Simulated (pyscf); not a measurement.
9 group-13 steps of one kind (four-centre exchange, closed-shell): barrier in kcal/mol, from the separated reactants or the lowest minimum found. Structures and frequencies: ωB97X-D3(BJ)/def2-SVP in PySCF. Functionals in def2-TZVP; the last column is ωB97M-D3(BJ)/def2-TZVP. Rows were drawn at random from the steps of this kind and element class whose saddle was verified and whose references are stable.

```json
[
 {"step": "H₃C–Ga(F)–F + H₂ → CH₄ + F–GaH–F", "PBE": "64.2", "B3LYP-D3(BJ)": "71.3", "r²SCAN": "67.0", "ωB97M-D3(BJ)": "71.9"},
 {"step": "AsH₃ + InH [singlet] -> H₂As–In [singlet] + H₂", "PBE": "2.5", "B3LYP-D3(BJ)": "7.1", "r²SCAN": "3.9", "ωB97M-D3(BJ)": "12.3"},
 {"step": "HS–GaH–Cl + HCl -> HS–Ga(Cl)–Cl + H₂", "PBE": "8.2", "B3LYP-D3(BJ)": "11.5", "r²SCAN": "7.6", "ωB97M-D3(BJ)": "13.7"},
 {"step": "Cl–BH–Cl + H₂C=CH₂ → H₂C=CH–B(Cl)–Cl + H₂", "PBE": "28.6", "B3LYP-D3(BJ)": "35.0", "r²SCAN": "29.9", "ωB97M-D3(BJ)": "34.6"},
 {"step": "H₂O + H₃C–B(OH)–OH → HO–B(OH)–OH + CH₄", "PBE": "31.5", "B3LYP-D3(BJ)": "37.6", "r²SCAN": "32.0", "ωB97M-D3(BJ)": "36.0"},
 {"step": "HO–BH–F + F–SiH₃ → HO–B(F)–F + SiH₄", "PBE": "24.8", "B3LYP-D3(BJ)": "29.7", "r²SCAN": "24.9", "ωB97M-D3(BJ)": "28.1"},
 {"step": "H₃C–Al(CH₃)–NH₂ + H₂ -> CH₄ + H₃C–AlH–NH₂", "PBE": "27.3", "B3LYP-D3(BJ)": "31.7", "r²SCAN": "27.8", "ωB97M-D3(BJ)": "32.4"},
 {"step": "H₃C–GaH–CH₃ + HF → CH₄ + H₃C–GaH–F", "PBE": "-0.7", "B3LYP-D3(BJ)": "3.1", "r²SCAN": "-1.6", "ωB97M-D3(BJ)": "3.4"},
 {"step": "SbH₃ + InH₃ → H₂In–SbH₂ + H₂", "PBE": "12.3", "B3LYP-D3(BJ)": "17.1", "r²SCAN": "13.1", "ωB97M-D3(BJ)": "21.3"}
]
```

Differences from the last column (kcal/mol): PBE: mean -6.1, median -5.5, mean size 6.1, lower in 9 of 9; B3LYP-D3(BJ): mean -1.1, median -0.5, mean size 1.8, lower in 6 of 9; r²SCAN: mean -5.5, median -4.8, mean size 5.5, lower in 9 of 9. PBE is closest for row 6 (3.4 kcal/mol apart) and farthest for row 2 (9.8 kcal/mol). PBE, r²SCAN and M06-2X carry no added dispersion term. The last column is a level with limits of its own. Each barrier is that of the saddle found. Elements up to Kr have no core potential and no relativistic terms here. Elements past Kr carry the def2 core potentials, without spin-orbit coupling.
